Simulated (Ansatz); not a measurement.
Relative stability

The two ends of one reaction step of C2H4F, doublet (PBE0-D4/def2-TZVP).

A:

```xyz
7
angstrom
C 0.2595 -0.4981 0.2904
C 0.0550 -0.1867 -0.9723
F 0.8981 0.5859 -1.6635
H -1.0965 1.8735 2.2888
H -0.4557 -1.1269 0.8018
H 1.1267 -0.1390 0.8292
H -0.7873 -0.5086 -1.5745
```

B:

```json
{"atom": "C1", "x (Å)": "0.0219", "y (Å)": "-0.0790", "z (Å)": "0.6341"}
{"atom": "C2", "x (Å)": "0.0052", "y (Å)": "-0.1105", "z (Å)": "-0.8364"}
{"atom": "F3", "x (Å)": "0.7451", "y (Å)": "0.8293", "z (Å)": "-1.4472"}
{"atom": "H4", "x (Å)": "-0.4323", "y (Å)": "0.8402", "z (Å)": "1.0330"}
{"atom": "H5", "x (Å)": "-0.5375", "y (Å)": "-0.9288", "z (Å)": "1.0289"}
{"atom": "H6", "x (Å)": "1.0456", "y (Å)": "-0.1288", "z (Å)": "1.0164"}
{"atom": "H7", "x (Å)": "-0.8481", "y (Å)": "-0.4225", "z (Å)": "-1.4288"}
```

Program: Ansatz 0.2.0. Basis: def2-TZVPP. Cores are frozen in the correlated methods; orbitals are unrestricted. B3LYP uses VWN-RPA correlation.

Q: Which structure is lower at CCSD(T), and by how much? (An estimate is asked for; the value comes from the calculation.)

A: The calculation gives: B, by 170.9 kJ/mol (electronic energy, against the other). By their contacts, A is a complex of C₂H₃F (C=CF) + H and B is C₂H₄F ([CH3][CH][F]).

All methods give the same order:

| method | E(B) − E(A) (kJ/mol) |
| --- | --- |
| SPW92 | -187.6 |
| PBE-D4 | -172.1 |
| BLYP-D4 | -169.0 |
| r2SCAN-D4 | -191.0 |
| B97M-V | -178.1 |
| PBE0-D4 | -184.2 |
| B3LYP-D4 | -180.2 |
| r2SCAN0-D4 | -200.1 |
| BHLYP-D4 | -191.6 |
| CAM-B3LYP-D4 | -185.2 |
| wB97X-V | -182.9 |
| wB97M-V | -174.9 |
| B2PLYP | -174.5 |
| PBE-QIDH | -183.2 |
| RPA on PBE | -169.0 |
| HF | -171.9 |
| MP2 | -157.9 |
| CCSD | -178.2 |
| CCSD(T) | -170.9 |

T1 diagnostic: at most 0.014. ⟨S²⟩ of the unrestricted Hartree–Fock references: 0.75 to 0.76 (a pure state has 0.75).

Labels in which every atom is bracketed show which atoms are joined, not bond orders.

For scale, one of the runs: CCSD(T)/def2-TZVPP, 149 basis functions, launched by `ansatz run in.yaml --threads 2 --pin off --events-out ev --progress --plain --max-ram 4352MiB`. Time: 66 s of wall clock on 2 CPU threads of an Arm Neoverse V2; the host was shared. Peak host memory: 2.4 GiB.
